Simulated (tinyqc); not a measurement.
Worked calculation: CID on RHF in the sto-6g basis, for HF, spin multiplicity 1. Computed by tinyqc, a small Python program that keeps every step (integrals from PySCF). Settings: charge = 0, multiplicity = 1, basis = sto-6g, method = RHF, energy threshold = 1e-10, iteration cap = 54, orthogonalisation = canonical, start = atomic densities, DIIS depth = 6, ci = CID, davidson = 1. Command: `OMP_NUM_THREADS=1 python tinyqc.py 24111 24112 out.jsonl` (the two numbers bound the seeds that draw the settings). One thread of a shared host (Intel(R) Xeon(R) Processor @ 2.60GHz), about 0.1 s of CPU time with the checks. The early iterations of the SCF are left out here.

## One-electron integrals

Geometry (angstrom):
```
atom       x       y       z
F     0.0000  0.0000  0.0000
H     0.0000  0.0000  0.8880
```

Basis sto-6g: exponents (1/bohr^2) and contraction coefficients of normalised primitives:
```
element  l (shell)   exponent  coefficient
F            s (1)  1728.6266       0.0092
F            s (1)   316.9418       0.0494
F            s (1)    88.6689       0.1685
F            s (1)    30.4602       0.3706
F            s (1)    11.8286       0.4165
F            s (1)     4.8717       0.1303
F            s (2)    67.0323      -0.0133
F            s (2)    13.2674      -0.0470
F            s (2)     4.1235      -0.0338
F            s (2)     1.5865       0.2502
F            s (2)     0.6890       0.5951
F            s (2)     0.3158       0.2407
F            p (3)    67.0323       0.0038
F            p (3)    13.2674       0.0377
F            p (3)     4.1235       0.1739
F            p (3)     1.5865       0.4180
F            p (3)     0.6890       0.4259
F            p (3)     0.3158       0.1017
H            s (1)    35.5232       0.0092
H            s (1)     6.5131       0.0494
H            s (1)     1.8221       0.1685
H            s (1)     0.6260       0.3706
H            s (1)     0.2431       0.4165
H            s (1)     0.1001       0.1303
```

Overlap, kinetic and nuclear-attraction integrals over the contracted functions; the nuclear repulsion is the sum of Za Zb / Rab.

nuclear repulsion = 5.363283 hartree

overlap S, order 1F 1s, 1F 2s, 1F 2px, 1F 2py, 1F 2pz, 2H 1s:
$$\begin{pmatrix}
1.0000 & 0.2325 & 0.0000 & 0.0000 & 0.0000 & 0.0541 \\
0.2325 & 1.0000 & 0.0000 & 0.0000 & 0.0000 & 0.4713 \\
0.0000 & 0.0000 & 1.0000 & 0.0000 & 0.0000 & 0.0000 \\
0.0000 & 0.0000 & 0.0000 & 1.0000 & 0.0000 & 0.0000 \\
0.0000 & 0.0000 & 0.0000 & 0.0000 & 1.0000 & 0.3580 \\
0.0541 & 0.4713 & 0.0000 & 0.0000 & 0.3580 & 1.0000
\end{pmatrix}$$

kinetic energy T (hartree), order 1F 1s, 1F 2s, 1F 2px, 1F 2py, 1F 2pz, 2H 1s:
$$\begin{pmatrix}
37.3977 & -1.1433 & 0.0000 & 0.0000 & 0.0000 & 0.0003 \\
-1.1433 & 1.0823 & 0.0000 & 0.0000 & 0.0000 & 0.1438 \\
0.0000 & 0.0000 & 3.2513 & 0.0000 & 0.0000 & 0.0000 \\
0.0000 & 0.0000 & 0.0000 & 3.2513 & 0.0000 & 0.0000 \\
0.0000 & 0.0000 & 0.0000 & 0.0000 & 3.2513 & 0.2949 \\
0.0003 & 0.1438 & 0.0000 & 0.0000 & 0.2949 & 0.7685
\end{pmatrix}$$

nuclear attraction V (hartree), order 1F 1s, 1F 2s, 1F 2px, 1F 2py, 1F 2pz, 2H 1s:
$$\begin{pmatrix}
-78.4184 & -8.0042 & 0.0000 & 0.0000 & -0.0170 & -2.1441 \\
-8.0042 & -12.0654 & 0.0000 & 0.0000 & -0.1904 & -4.4470 \\
0.0000 & 0.0000 & -12.0226 & 0.0000 & 0.0000 & 0.0000 \\
0.0000 & 0.0000 & 0.0000 & -12.0226 & 0.0000 & 0.0000 \\
-0.0170 & -0.1904 & 0.0000 & 0.0000 & -12.1495 & -3.0344 \\
-2.1441 & -4.4470 & 0.0000 & 0.0000 & -3.0344 & -6.3454
\end{pmatrix}$$

core Hamiltonian H = T + V (hartree), order 1F 1s, 1F 2s, 1F 2px, 1F 2py, 1F 2pz, 2H 1s:
$$\begin{pmatrix}
-41.0206 & -9.1476 & 0.0000 & 0.0000 & -0.0170 & -2.1439 \\
-9.1476 & -10.9831 & 0.0000 & 0.0000 & -0.1904 & -4.3032 \\
0.0000 & 0.0000 & -8.7713 & 0.0000 & 0.0000 & 0.0000 \\
0.0000 & 0.0000 & 0.0000 & -8.7713 & 0.0000 & 0.0000 \\
-0.0170 & -0.1904 & 0.0000 & 0.0000 & -8.8982 & -2.7395 \\
-2.1439 & -4.3032 & 0.0000 & 0.0000 & -2.7395 & -5.5769
\end{pmatrix}$$

## Two-electron integrals

Functions are numbered as in S; the eight-fold symmetry (ij|kl) = (ji|kl) = (kl|ij) leaves the list below.

Two-electron integrals (ij|kl) in chemists' order, unique and non-zero (hartree):
```
(11|11) 5.4062   (21|11) 0.7681   (21|21) 0.1389   (22|11) 1.2663
(22|21) 0.2840   (22|22) 0.9264   (31|31) 0.0295   (32|31) 0.0447
(32|32) 0.2048   (33|11) 1.2663   (33|21) 0.2840   (33|22) 0.9264
(33|33) 0.9981   (41|41) 0.0295   (42|41) 0.0447   (42|42) 0.2048
(43|43) 0.0538   (44|11) 1.2663   (44|21) 0.2840   (44|22) 0.9264
(44|33) 0.8905   (44|44) 0.9981   (51|51) 0.0295   (52|51) 0.0447
(52|52) 0.2048   (53|53) 0.0538   (54|54) 0.0538   (55|11) 1.2663
(55|21) 0.2840   (55|22) 0.9264   (55|33) 0.8905   (55|44) 0.8905
(55|55) 0.9981   (61|11) 0.1911   (61|21) 0.0331   (61|22) 0.0661
(61|33) 0.0660   (61|44) 0.0660   (61|51) 0.0014   (61|52) 0.0028
(61|55) 0.0664   (61|61) 0.0080   (62|11) 0.4463   (62|21) 0.1014
(62|22) 0.3646   (62|33) 0.3596   (62|44) 0.3596   (62|51) 0.0073
(62|52) 0.0528   (62|55) 0.3745   (62|61) 0.0241   (62|62) 0.1713
(63|31) 0.0117   (63|32) 0.0655   (63|53) 0.0112   (63|63) 0.0263
(64|41) 0.0117   (64|42) 0.0655   (64|54) 0.0112   (64|64) 0.0263
(65|11) 0.2858   (65|21) 0.0659   (65|22) 0.2533   (65|33) 0.2422
(65|44) 0.2422   (65|51) 0.0160   (65|52) 0.1013   (65|55) 0.2755
(65|61) 0.0164   (65|62) 0.1461   (65|65) 0.1504   (66|11) 0.5665
(66|21) 0.1311   (66|22) 0.5381   (66|33) 0.5193   (66|44) 0.5193
(66|51) 0.0130   (66|52) 0.1278   (66|55) 0.5758   (66|61) 0.0315
(66|62) 0.3119   (66|65) 0.3089   (66|66) 0.7750
```

## Orthogonalisation

S = U s U^T; canonical form X = U s^(-1/2), so that X^T S X = 1. Each column of U has its largest component positive (the first on a tie).

eigenvalues of S: [0.3925, 0.8495, 1.0000, 1.0000, 1.1185, 1.6395]

X, order 1F 1s, 1F 2s, 1F 2px, 1F 2py, 1F 2pz, 2H 1s:
$$\begin{pmatrix}
0.2643 & 0.7732 & 0.0000 & 0.0000 & -0.5918 & 0.2110 \\
-0.9434 & -0.4449 & 0.0000 & 0.0000 & -0.3492 & 0.4595 \\
0.0000 & 0.0000 & 0.9126 & 0.4089 & 0.0000 & 0.0000 \\
0.0000 & 0.0000 & -0.4089 & 0.9126 & 0.0000 & 0.0000 \\
-0.6398 & 0.5693 & 0.0000 & 0.0000 & 0.6167 & 0.2908 \\
1.0855 & -0.2393 & 0.0000 & 0.0000 & 0.2041 & 0.5194
\end{pmatrix}$$

Within a degenerate level the vectors are fixed only up to a rotation; this is one choice.

## Iteration 7 (converged): orbitals

converged F (hartree), order 1F 1s, 1F 2s, 1F 2px, 1F 2py, 1F 2pz, 2H 1s:
$$\begin{pmatrix}
-26.2312 & -6.3696 & 0.0000 & 0.0000 & -0.0251 & -1.4932 \\
-6.3696 & -2.9244 & 0.0000 & 0.0000 & -0.1135 & -1.1973 \\
0.0000 & 0.0000 & -0.4747 & 0.0000 & 0.0000 & 0.0000 \\
0.0000 & 0.0000 & 0.0000 & -0.4747 & 0.0000 & 0.0000 \\
-0.0251 & -0.1135 & 0.0000 & 0.0000 & -0.3973 & -0.5966 \\
-1.4932 & -1.1973 & 0.0000 & 0.0000 & -0.5966 & -0.6471
\end{pmatrix}$$

Diagonalise F' = X^T F X, C = X C', fill 5 alpha and 5 beta electrons from the bottom; D = 2 C_occ C_occ^T. Each column has its largest component positive (the first on a tie).

F' = X^T F X (hartree):
$$\begin{pmatrix}
0.1117 & -2.1541 & 0.0000 & 0.0000 & 1.4537 & -0.4736 \\
-2.1541 & -11.5495 & 0.0000 & 0.0000 & 11.1137 & -5.6071 \\
0.0000 & 0.0000 & -0.4747 & 0.0000 & 0.0000 & 0.0000 \\
0.0000 & 0.0000 & 0.0000 & -0.4747 & 0.0000 & 0.0000 \\
1.4537 & 11.1137 & 0.0000 & 0.0000 & -11.9046 & 6.0598 \\
-0.4736 & -5.6071 & 0.0000 & 0.0000 & 6.0598 & -4.3413
\end{pmatrix}$$

orbital energies (hartree): MO1 -26.2347, MO2 -1.4948, MO3 -0.6024, MO4 -0.4747, MO5 -0.4747, MO6 0.6481

coefficients C, order 1F 1s, 1F 2s, 1F 2px, 1F 2py, 1F 2pz, 2H 1s:
$$\begin{pmatrix}
0.9970 & -0.2358 & 0.0788 & 0.0000 & 0.0000 & 0.0810 \\
0.0134 & 0.9317 & -0.4465 & 0.0000 & 0.0000 & -0.5943 \\
0.0000 & 0.0000 & 0.0000 & 0.1710 & 0.9853 & 0.0000 \\
0.0000 & 0.0000 & 0.0000 & 0.9853 & -0.1710 & 0.0000 \\
0.0023 & 0.0997 & 0.7089 & 0.0000 & 0.0000 & -0.8282 \\
-0.0038 & 0.1560 & 0.5097 & 0.0000 & 0.0000 & 1.1238
\end{pmatrix}$$

D after iteration 7, order 1F 1s, 1F 2s, 1F 2px, 1F 2py, 1F 2pz, 2H 1s:
$$\begin{pmatrix}
2.1118 & -0.4831 & 0.0000 & 0.0000 & 0.0693 & -0.0008 \\
-0.4831 & 2.1354 & 0.0000 & 0.0000 & -0.4472 & -0.1646 \\
0.0000 & 0.0000 & 2.0000 & 0.0000 & 0.0000 & 0.0000 \\
0.0000 & 0.0000 & 0.0000 & 2.0000 & 0.0000 & 0.0000 \\
0.0693 & -0.4472 & 0.0000 & 0.0000 & 1.0248 & 0.7536 \\
-0.0008 & -0.1646 & 0.0000 & 0.0000 & 0.7536 & 0.5682
\end{pmatrix}$$

Within a degenerate level the vectors are fixed only up to a rotation; this is one choice.

## Convergence

Stop when the energy changes by less than 1e-10 hartree and every element of the error matrix X^T (F D S - S D F) X is below 3e-06.

Course of the cycle:
```
iteration  E (hartree)     change  largest element of the error matrix
1          -100.434032          -                             1.09e+00
2           -99.467829   9.66e-01                             1.83e-01
3           -99.494659  -2.68e-02                             2.87e-02
4           -99.495432  -7.73e-04                             4.04e-03
5           -99.495440  -7.62e-06                             8.69e-05
6           -99.495440  -3.61e-09                             1.51e-06
7           -99.495440  -2.26e-12                             1.20e-08
```

PySCF RHF in the same basis = -99.495440 hartree

Converged in 7 iterations.

## Integrals over molecular orbitals

(pq|rs) = sum C_ip C_jq C_kr C_ls (ij|kl), one index at a time.

one-electron integrals over orbitals h = C^T H C (hartree):
$$\begin{pmatrix}
-41.0066 & 0.7093 & -0.2329 & 0.0000 & 0.0000 & -0.2511 \\
0.7093 & -9.2332 & 0.5557 & 0.0000 & 0.0000 & 1.2862 \\
-0.2329 & 0.5557 & -7.7951 & 0.0000 & 0.0000 & 1.7808 \\
0.0000 & 0.0000 & 0.0000 & -8.7713 & 0.0000 & 0.0000 \\
0.0000 & 0.0000 & 0.0000 & 0.0000 & -8.7713 & 0.0000 \\
-0.2511 & 1.2862 & 1.7808 & 0.0000 & 0.0000 & -6.1419
\end{pmatrix}$$

Two-electron integrals over orbitals (pq|rs), unique and non-zero (hartree):
```
(11|11) 5.3805     (21|11) -0.5131    (21|21) 0.0792     (22|11) 1.2129
(22|21) -0.0203    (22|22) 0.8617     (31|11) 0.1768     (31|21) -0.0249
(31|22) 0.0152     (31|31) 0.0259     (32|11) -0.1489    (32|21) 0.0100
(32|22) -0.0104    (32|31) 0.0209     (32|32) 0.1587     (33|11) 1.0338
(33|21) -0.0117    (33|22) 0.7668     (33|31) -0.0066    (33|32) -0.0567
(33|33) 0.7915     (41|41) 0.0304     (42|41) 0.0387     (42|42) 0.1795
(43|41) -0.0122    (43|42) -0.0448    (43|43) 0.0509     (44|11) 1.2660
(44|21) -0.0136    (44|22) 0.8785     (44|31) 0.0045     (44|32) -0.0763
(44|33) 0.7715     (44|44) 0.9981     (51|51) 0.0304     (52|51) 0.0387
(52|52) 0.1795     (53|51) -0.0122    (53|52) -0.0448    (53|53) 0.0509
(54|54) 0.0538     (55|11) 1.2660     (55|21) -0.0136    (55|22) 0.8785
(55|31) 0.0045     (55|32) -0.0763    (55|33) 0.7715     (55|44) 0.8905
(55|55) 0.9981     (61|11) 0.1901     (61|21) -0.0321    (61|22) 1.20e-04
(61|31) -0.0069    (61|32) -0.0256    (61|33) 0.0141     (61|44) 0.0046
(61|55) 0.0046     (61|61) 0.0292     (62|11) -0.2712    (62|21) 0.0064
(62|22) -0.1377    (62|31) -0.0206    (62|32) -0.0394    (62|33) -0.0454
(62|44) -0.1361    (62|55) -0.1361    (62|61) 0.0145     (62|62) 0.0993
(63|11) -0.3393    (63|21) 0.0054     (63|22) -0.1521    (63|31) 0.0026
(63|32) 0.0929     (63|33) -0.1293    (63|44) -0.1851    (63|55) -0.1851
(63|61) -0.0061    (63|62) 0.0598     (63|63) 0.1645     (64|41) -0.0116
(64|42) -0.0448    (64|43) -0.0127    (64|64) 0.0320     (65|51) -0.0116
(65|52) -0.0448    (65|53) -0.0127    (65|65) 0.0320     (66|11) 0.8993
(66|21) -0.0089    (66|22) 0.6916     (66|31) 0.0172     (66|32) 0.0755
(66|33) 0.6714     (66|44) 0.6556     (66|55) 0.6556     (66|61) -0.0099
(66|62) -0.0696    (66|63) -0.0104    (66|66) 0.7212
```

## CID: determinants and Hamiltonian

Hartree-Fock energy = -99.495440 hartree

Slater-Condon rules over spin orbitals, with the nuclear repulsion added and E(HF) subtracted on the diagonal. Only determinants linked to the reference directly or through others are kept (one block of an abelian symmetry group), so some states are absent.

Occupation strings over the orbitals (2 doubly, a alpha, b beta, 0 empty; spin orbitals ordered 1a 1b 2a 2b ...): 222220 222202 222022 220222 2ab222 a2b222 2ba222 202222 ab2222 b2a222 ba2222 022222

H - E(HF) between determinants (hartree):
```
         222220   222202   222022   220222   2ab222   a2b222   2ba222   202222
222220   0.0000   0.0320   0.0320   0.1645  -0.0598   0.0061   0.0598   0.0993
222202   0.0320   1.4066   0.0538   0.0509   0.0448   0.0122  -0.0448   0.1795
222022   0.0320   0.0538   1.4066   0.0509   0.0448   0.0122  -0.0448   0.1795
220222   0.1645   0.0509   0.0509   1.6574   0.1479   0.0471  -0.1479   0.1587
2ab222  -0.0598   0.0448   0.0448   0.1479   2.4193   0.0205  -0.1587   0.1016
a2b222   0.0061   0.0122   0.0122   0.0471   0.0205  26.9408  -0.0209  -0.0100
2ba222   0.0598  -0.0448  -0.0448  -0.1479  -0.1587  -0.0209   2.4193  -0.1016
202222   0.0993   0.1795   0.1795   0.1587   0.1016  -0.0100  -0.1016   3.3009
ab2222  -0.0145  -0.0387  -0.0387  -0.0209   0.0100  -0.2400   0.0253  -0.0119
b2a222  -0.0061  -0.0122  -0.0122  -0.0471  -0.0209  -0.0259   0.0205   0.0100
ba2222   0.0145   0.0387   0.0387   0.0209   0.0253   0.0249   0.0100   0.0119
022222   0.0292   0.0304   0.0304   0.0259   0.0249  -0.1363  -0.0249   0.0792

         ab2222   b2a222   ba2222   022222
222220  -0.0145  -0.0061   0.0145   0.0292
222202  -0.0387  -0.0122   0.0387   0.0304
222022  -0.0387  -0.0122   0.0387   0.0304
220222  -0.0209  -0.0471   0.0209   0.0259
2ab222   0.0100  -0.0209   0.0253   0.0249
a2b222  -0.2400  -0.0259   0.0249  -0.1363
2ba222   0.0253   0.0205   0.0100  -0.0249
202222  -0.0119   0.0100   0.0119   0.0792
ab2222  27.9065   0.0249  -0.0792   0.4809
b2a222   0.0249  26.9408  -0.2400   0.1363
ba2222  -0.0792  -0.2400  27.9065  -0.4809
022222   0.4809   0.1363  -0.4809  56.3285
```

## CID: roots

Diagonalise (each vector has its largest component positive (the first on a tie)); all determinants have Ms = 0, so triplets appear too. The lowest singlet root is the correlation energy.

lowest roots of this matrix, relative to E(HF) (hartree): [-0.0236, 1.3528, 1.4142, 1.6268, 2.2606, 2.5854, 3.3932, 26.8667]

lowest vectors, order 222220, 222202, 222022, 220222, 2ab222, a2b222, 2ba222, 202222, ab2222, b2a222, ba2222, 022222:
$$\begin{pmatrix}
0.9936 & 0.0000 & 0.0022 & 0.1051 \\
-0.0168 & 0.7071 & 0.6889 & 0.1214 \\
-0.0168 & -0.7071 & 0.6889 & 0.1214 \\
-0.0991 & 0.0000 & -0.1937 & 0.9530 \\
0.0300 & 0.0000 & -0.0184 & -0.1416 \\
-0.0001 & 0.0000 & -0.0003 & -0.0017 \\
-0.0300 & 0.0000 & 0.0184 & 0.1416 \\
-0.0250 & 0.0000 & -0.1129 & -0.1054 \\
0.0004 & 0.0000 & 0.0018 & 0.0010 \\
0.0001 & 0.0000 & 0.0003 & 0.0017 \\
-0.0004 & 0.0000 & -0.0018 & -0.0010 \\
-0.0005 & 0.0000 & -0.0005 & -0.0004
\end{pmatrix}$$

<S^2> of these roots: [0.0000, 0.0000, 0.0000, 0.0000, 2.0000, 0.0000, 0.0000, 2.0000]

weight of the ground state by excitation level 0, 1, 2, ...: [0.9872, 0.0000, 0.0128]

## The lowest root by the Davidson method

Start from the reference; add the residual divided by (theta - H_ii), orthogonalised, at each step.

Davidson iterations:
```
iteration  subspace  lowest Ritz value (hartree)  residual norm
1                 1                     0.000000       2.18e-01
2                 2                    -0.023262       3.23e-02
3                 3                    -0.023631       1.35e-03
4                 4                    -0.023631       6.85e-05
5                 5                    -0.023631       3.82e-06
6                 6                    -0.023631       2.89e-08
```
